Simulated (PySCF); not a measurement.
Species: C5H7F.
Atom-mapped SMILES: `[F:1][C@H:2]1[CH:3]=[CH:4][CH2:5][CH2:6]1` (hydrogens: H7 on C2; H8 on C3; H9 on C4; H10, H11 on C5; H12, H13 on C6)

The same species was optimised twice, with GFN2-xTB and with PBE0-D3(BJ)/def2-SVP (PySCF), and the same property calculations (PySCF, gas phase) were run on both structures.

| coordinate | GFN2-xTB | PBE0-D3(BJ)/def2-SVP | change |
| --- | --- | --- | --- |
| C3=C4 (Å) | 1.321 | 1.337 | +0.016 |
| C2–C6 (Å) | 1.536 | 1.528 | -0.008 |
| C4–C5 (Å) | 1.498 | 1.502 | +0.004 |
| F1–C2 (Å) | 1.386 | 1.389 | +0.003 |
| C5–C6 (Å) | 1.538 | 1.535 | -0.003 |
| C2–C3 (Å) | 1.501 | 1.502 | +0.001 |
| F1–C2–C3 (°) | 111.5 | 109.5 | -2.0 |
| C4–C5–C6 (°) | 103.8 | 102.8 | -1.0 |
| C3–C2–C6 (°) | 104.3 | 103.4 | -0.9 |
| C2–C3–C4 (°) | 111.6 | 111.0 | -0.6 |
| C3–C4–C5 (°) | 112.6 | 112.2 | -0.4 |
| C2–C6–C5 (°) | 105.7 | 105.8 | +0.1 |
| F1–C2–C6 (°) | 110.9 | 110.9 | 0.0 |

Rotational constants: A = 6850, B = 3311, C = 2455 MHz (GFN2-xTB) against A = 6098, B = 3552, C = 2725 MHz (PBE0-D3(BJ)/def2-SVP). Some torsions differ by more than 30° (C4–C5–C6–C2 13° against -20°; F1–C2–C6–C5 -133° against -96°), so the changes below aren't those of bond lengths and angles alone. Point groups within 0.08 Å: C1 and C1.

On the GFN2-xTB structure: lowest singlet, TDDFT (eV) 7.03 [PBE0/def2-SVPD]; lowest triplet, Tamm–Dancoff (eV) 4.40 [PBE0/def2-SVPD]; isotropic polarisability (au) 56.6 [PBE0/def2-SVPD]; HOMO (eV) -7.56 [PBE0/def2-SVPD]; LUMO (eV) 0.06 [PBE0/def2-SVPD]; dipole (D) 2.20 [PBE0/def2-SVPD]; HOMO (eV) -7.55 [PBE0/pcSseg-1]; LUMO (eV) 0.16 [PBE0/pcSseg-1]; dipole (D) 2.12 [PBE0/pcSseg-1]; GIAO shielding of F1 (ppm) 362.0 [PBE0/pcSseg-1]; GIAO shielding of C2 (ppm) 84.0 [PBE0/pcSseg-1]; GIAO shielding of C3 (ppm) 47.4 [PBE0/pcSseg-1]; GIAO shielding of C4 (ppm) 43.3 [PBE0/pcSseg-1]; GIAO shielding of C5 (ppm) 151.1 [PBE0/pcSseg-1]; GIAO shielding of C6 (ppm) 153.3 [PBE0/pcSseg-1].

Q: What do these properties become on the PBE0-D3(BJ)/def2-SVP structure?

A: 
```json
{"property": "lowest singlet, TDDFT (eV)", "level": "PBE0/def2-SVPD", "on GFN2-xTB": "7.03", "on PBE0-D3(BJ)/def2-SVP": "6.95", "change": "-0.08"}
{"property": "lowest triplet, Tamm–Dancoff (eV)", "level": "PBE0/def2-SVPD", "on GFN2-xTB": "4.40", "on PBE0-D3(BJ)/def2-SVP": "4.22", "change": "-0.18"}
{"property": "isotropic polarisability (au)", "level": "PBE0/def2-SVPD", "on GFN2-xTB": "56.6", "on PBE0-D3(BJ)/def2-SVP": "57.5", "change": "+0.9"}
{"property": "HOMO (eV)", "level": "PBE0/def2-SVPD", "on GFN2-xTB": "-7.56", "on PBE0-D3(BJ)/def2-SVP": "-7.61", "change": "-0.05"}
{"property": "LUMO (eV)", "level": "PBE0/def2-SVPD", "on GFN2-xTB": "0.06", "on PBE0-D3(BJ)/def2-SVP": "-0.14", "change": "-0.20"}
{"property": "dipole (D)", "level": "PBE0/def2-SVPD", "on GFN2-xTB": "2.20", "on PBE0-D3(BJ)/def2-SVP": "2.05", "change": "-0.15"}
{"property": "energy, GFN2-xTB geometry as zero (kcal/mol)", "level": "PBE0/def2-SVPD", "on GFN2-xTB": "0.0", "on PBE0-D3(BJ)/def2-SVP": "-0.8", "change": "-0.8"}
{"property": "HOMO (eV)", "level": "PBE0/pcSseg-1", "on GFN2-xTB": "-7.55", "on PBE0-D3(BJ)/def2-SVP": "-7.59", "change": "-0.04"}
{"property": "LUMO (eV)", "level": "PBE0/pcSseg-1", "on GFN2-xTB": "0.16", "on PBE0-D3(BJ)/def2-SVP": "-0.03", "change": "-0.19"}
{"property": "dipole (D)", "level": "PBE0/pcSseg-1", "on GFN2-xTB": "2.12", "on PBE0-D3(BJ)/def2-SVP": "1.98", "change": "-0.14"}
{"property": "energy, GFN2-xTB geometry as zero (kcal/mol)", "level": "PBE0/pcSseg-1", "on GFN2-xTB": "0.0", "on PBE0-D3(BJ)/def2-SVP": "-0.5", "change": "-0.5"}
{"property": "GIAO shielding of F1 (ppm)", "level": "PBE0/pcSseg-1", "on GFN2-xTB": "362.0", "on PBE0-D3(BJ)/def2-SVP": "362.0", "change": "0.0"}
{"property": "GIAO shielding of C2 (ppm)", "level": "PBE0/pcSseg-1", "on GFN2-xTB": "84.0", "on PBE0-D3(BJ)/def2-SVP": "87.8", "change": "+3.8"}
{"property": "GIAO shielding of C3 (ppm)", "level": "PBE0/pcSseg-1", "on GFN2-xTB": "47.4", "on PBE0-D3(BJ)/def2-SVP": "45.9", "change": "-1.5"}
{"property": "GIAO shielding of C4 (ppm)", "level": "PBE0/pcSseg-1", "on GFN2-xTB": "43.3", "on PBE0-D3(BJ)/def2-SVP": "34.9", "change": "-8.4"}
{"property": "GIAO shielding of C5 (ppm)", "level": "PBE0/pcSseg-1", "on GFN2-xTB": "151.1", "on PBE0-D3(BJ)/def2-SVP": "150.4", "change": "-0.7"}
{"property": "GIAO shielding of C6 (ppm)", "level": "PBE0/pcSseg-1", "on GFN2-xTB": "153.3", "on PBE0-D3(BJ)/def2-SVP": "150.3", "change": "-3.0"}
```

The heavy atoms differ by 0.230 Å rms after alignment. Among bonds between heavy atoms C3=C4 changes most (+0.016 Å). Changes are differences of the printed values. Neither structure is proved a minimum here.
